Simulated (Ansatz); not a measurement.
Elastic constant C44 of zinc-blende GaP: levels of theory against measurement

Reference value: 70 GPa (measured, temperature not stated, not corrected to a static lattice; as tabulated in Råsander and Moram (2015), arXiv:1505.02379).

Task: Put these levels in order of the elastic constant C44 that they give for zinc-blende GaP, smallest first: B3LYP (VWN-RPA form) (Ansatz, a quantum-chemistry and plane-wave program), LC-ωPBE (Ansatz), r²SCANh (Ansatz).

Result: B3LYP (VWN-RPA form) (69.7 GPa), r²SCANh (74.9 GPa), LC-ωPBE (84.4 GPa)

Unless a cell is named, each level is at its own relaxed cell (B3LYP (VWN-RPA form) 21.15, LC-ωPBE 19.47, r²SCANh 20.17 Å³/atom).

Differences against the reference: B3LYP (VWN-RPA form) -0.4 %, LC-ωPBE +21 %, r²SCANh +7.0 %.

The reference has no zero-point or thermal correction, while the calculations are for a static lattice, so the differences are not the levels' errors alone. A static lattice is as a rule stiffer than a warm one, by over a tenth in soft solids.  Each level is taken at its own relaxed cell. Cutoffs differ between the levels. Ansatz's density-functional and Hartree–Fock values are scalar-relativistic unless marked +SOC, with PAW data made under PBE.

Differences are worked out from the printed values.
